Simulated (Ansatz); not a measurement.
Ansatz (a quantum-chemistry and plane-wave program) input (HF/def2-TZVPP): A basis named .json is the Basis Set Exchange file of that set (core-valence sets with the plain set on hydrogen).

Ansatz 0.2 input:
```yaml
crystal:
  periodic: [false, false, false]
  atoms:
    - {symbol: Si, position_ang: [-0.00000000, -0.00000000, 0.00000000]}
    - {symbol: H, position_ang: [0.87559489, 0.85467525, 0.83309847]}
    - {symbol: H, position_ang: [-0.82219976, -0.86546541, 0.87529791]}
    - {symbol: H, position_ang: [-0.88619780, 0.85452031, -0.82197187]}
    - {symbol: H, position_ang: [0.83280267, -0.84373015, -0.88642451]}
basis:
  gaussian:
    orbitals: def2-TZVPP
    fitting: {mean_field: cc-pVQZ-JKFIT.json}
hamiltonian:
  xc: {name: HF}
magnetization: {spin_polarized: false}
```

Output:

```
Functional definition: HF
integrals: 0.02 GiB planned
352 factors; integrals over basis functions are off by at most 9.4e-1 eV
mean field: 0.11 GiB planned
mean field evaluation 1: about -7924.8808 eV, gradient 1.0e1 eV
mean field evaluation 2: about -7925.4755 eV, gradient 3.1e0 eV
mean field evaluation 4: about -7925.5447 eV, gradient 5.0e-2 eV
mean field -7925.54476129 eV, -291.2583978502 hartree, gradient 1.2e-5 eV, S^2 0.000000; 0 other end points of the search recorded, 0 dependent functions left out
reference -7925.54476129 eV, -291.2583978502 hartree; 9, 9 occupied and 89, 89 virtual orbitals, 352 factors
Total energy: -7925.54476129 eV, -291.2583978502 hartree
```
